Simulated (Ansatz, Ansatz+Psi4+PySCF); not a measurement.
```xyz
3

N     0.0180    0.0219    0.3420
O    -0.0026    1.1133   -0.1159
O    -0.0202   -1.1401   -0.1486
```

Basis set: cc-pVTZ (spherical functions). Left uncorrelated: 3 orbitals. Correlation on ROHF uses semicanonical orbitals with singles. Charge 0, multiplicity 2.

Computed with Ansatz (development build ahead of 0.2.0); each method stands on the lowest determinant of its kind that the runs found.

The atomization energy at this shape (free ground-state atoms in the same class of orbitals less the molecule, no zero-point energy) of doublet NO2:

| method | atomization energy |
| --- | --- |
| UHF-MP2 | 9.59 eV |
| ROHF | 2.17 eV |
| UHF | 2.05 eV |

Question: What does ROHF-MP2 give?

Answer: 10.21 eV. Caution for ROHF-MP2, UHF-MP2: forces differ strongly between restricted and unrestricted references. Caution for UHF-MP2, UHF: the unrestricted determinant is spin contaminated.
